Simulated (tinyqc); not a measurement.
Worked calculation: extended Hueckel theory, for CH2-. The parameters take no account of the charge, which enters only through the electron count, and nothing here shows that the anion is bound. One step of it, computed by the program tinyqc.

Task: Wolfsberg-Helmholz matrix. H_ij = K' S_ij (H_ii + H_jj)/2 for i != j (the diagonal keeps H_ii), with K' = K + D^2 + D^4 (1 - K), D = (H_ii - H_jj)/(H_ii + H_jj), K = 2.

overlap S, order 1C 2s, 1C 2px, 1C 2py, 1C 2pz, 2H 1s, 3H 1s:
```
[[1.000000, 0.000000, 0.000000, 0.000000, 0.511743, 0.511743],
 [0.000000, 1.000000, 0.000000, 0.000000, 0.000000, 0.000000],
 [0.000000, 0.000000, 1.000000, 0.000000, 0.422055, -0.422055],
 [0.000000, 0.000000, 0.000000, 1.000000, 0.273431, 0.273431],
 [0.511743, 0.000000, 0.422055, 0.273431, 1.000000, 0.150141],
 [0.511743, 0.000000, -0.422055, 0.273431, 0.150141, 1.000000]]
```

diagonal H_ii (eV): [-21.400000, -11.400000, -11.400000, -11.400000, -13.600000, -13.600000]

K = 2.000000

Give: H.

Result:

H (eV), order 1C 2s, 1C 2px, 1C 2py, 1C 2pz, 2H 1s, 3H 1s:
```
[[-21.400, 0.000, 0.000, 0.000, -18.334, -18.334],
 [0.000, -11.400, 0.000, 0.000, 0.000, 0.000],
 [0.000, 0.000, -11.400, 0.000, -10.592, 10.592],
 [0.000, 0.000, 0.000, -11.400, -6.862, -6.862],
 [-18.334, 0.000, -10.592, -6.862, -13.600, -4.084],
 [-18.334, 0.000, 10.592, -6.862, -4.084, -13.600]]
```
